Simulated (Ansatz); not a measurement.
The input, for Ansatz 0.2.0:

```yaml
crystal:
  periodic: [false, false, false]
  atoms:
    - {symbol: Ta, position_ang: [-0.400767, 0.002640, 0.001464]}
    - {symbol: Si, position_ang: [2.288333, -0.015076, -0.008359]}
    - {symbol: H, position_ang: [2.718636, -1.442223, -0.004522]}
    - {symbol: H, position_ang: [2.737218, 0.698837, 1.220769]}
    - {symbol: H, position_ang: [2.728145, 0.689469, -1.246142]}
basis:
  gaussian: {orbitals: def2-SVP}
magnetization: {spin_polarized: false, initial_magnetization: 6}
correlation: {method: ccsdt_q, electrons: outside_noble_gas}
```

```sh
$ ansatz run in.yaml --threads 2 --pin off --events-out ev --progress --plain --max-ram 24576MiB --backend cuda --devices 0, --max-vram 18GiB
```

Output:

```
1152 factors; integrals over basis functions are off by at most 1.3e-7 eV
mean field evaluation 1: about -9435.2392 eV, gradient 1.3e1 eV
mean field evaluation 2: about -9435.2429 eV, gradient 1.3e1 eV
mean field evaluation 4: about -9436.6947 eV, gradient 1.1e0 eV
mean field evaluation 8: about -9436.7063 eV, gradient 2.7e-3 eV
mean field evaluation 16: about -9435.6806 eV, gradient 6.7e-1 eV
mean field evaluation 32: about -9436.6990 eV, gradient 5.2e-1 eV
mean field evaluation 64: about -9436.7002 eV, gradient 3.7e-1 eV
mean field evaluation 96: about -9435.7297 eV, gradient 6.1e-1 eV
mean field evaluation 128: about -9436.2862 eV, gradient 2.1e0 eV
mean field evaluation 160: about -9436.6358 eV, gradient 5.3e-1 eV
...
cycle  10  -5.03676592 eV  change    1.7e-4 eV  update   1.3e-4
cycle  11  -5.03680073 eV  change   -3.5e-5 eV  update   7.0e-5
cycle  12  -5.03683442 eV  change   -3.4e-5 eV  update   4.4e-5
cycle  13  -5.03688133 eV  change   -4.7e-5 eV  update   2.4e-5
cycle  14  -5.03688486 eV  change   -3.5e-6 eV  update   1.3e-5
cycle  15  -5.03687132 eV  change    1.4e-5 eV  update   6.6e-6
cycle  16  -5.03686696 eV  change    4.4e-6 eV  update   3.6e-6
cycle  17  -5.03686648 eV  change    4.8e-7 eV  update   2.1e-6
cycle  18  -5.03686777 eV  change   -1.3e-6 eV  update   1.2e-6
cycle  19  -5.03686884 eV  change   -1.1e-6 eV  update   7.6e-7
perturbative correction -0.00443330 eV, -0.0001629209 hartree
Total energy: -9441.74761397 eV, -346.9778249668 hartree
```

Ran on 2 threads of AMD EPYC 7R13 with a shared H100 80 GB, shared host: 50 s wall, 0.86 GiB peak host memory.
